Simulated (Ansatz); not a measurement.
How the cohesive energy of zinc-blende HgTe moves with the method

No measured value is used here.

| level (code) | value (eV/atom) | cell (Å³/atom) |
|---|---|---|
| LDA (Ansatz) | 2.26 | 33.30 |
| PBE (Ansatz) | 1.47 | 36.77 |
| PBE0 (Ansatz) | 1.47 | 35.25 |

Density-functional levels without +SOC have no spin–orbit coupling, which shifts binding energies of heavy elements. Each level is taken at its own relaxed cell. Cutoffs and k meshes differ between the levels. Ansatz's density-functional and Hartree–Fock values are scalar-relativistic unless marked +SOC, with PAW data made under PBE.

Ansatz is a first-principles code.
